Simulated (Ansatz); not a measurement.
C3H3 (`[CH]1C=C1`) radical. Total charge 0; spin multiplicity 2. Geometry: relaxed with PBE0-D4/def2-TZVP.

```xyz
6

C     0.010   -0.785    0.499
C    -0.301    0.621    0.324
C    -0.045   -0.063   -0.759
H     0.860   -1.252    0.995
H    -0.569    1.563    0.773
H     0.046   -0.084   -1.832
```

Q: What is the dipole moment at ωB97M-V/def2-TZVPP? (An estimate is asked.)

A: Ansatz gave: 1.55 D, with components (0.44, 1.30, -0.72) D in this frame, pointing from negative to positive charge.

Q: And with PBE, r2SCAN, B3LYP? (An estimate is asked.)

A: Computed: PBE 1.51 D, r2SCAN 1.46 D, B3LYP 1.51 D.

Q: Give the Mulliken charges with ωB97M-V, r2SCAN, PBE in def2-TZVPP. (Best estimate.)

A: Computed: 
```csv
atom,ωB97M-V,r2SCAN,PBE
C1,-0.19,-0.16,-0.19
C2,-0.12,-0.10,-0.11
C3,-0.12,-0.10,-0.11
H4,0.09,0.07,0.08
H5,0.18,0.14,0.16
H6,0.18,0.14,0.16
```

B3LYP here is the variant with VWN-RPA as its local correlation; programs differ in this.
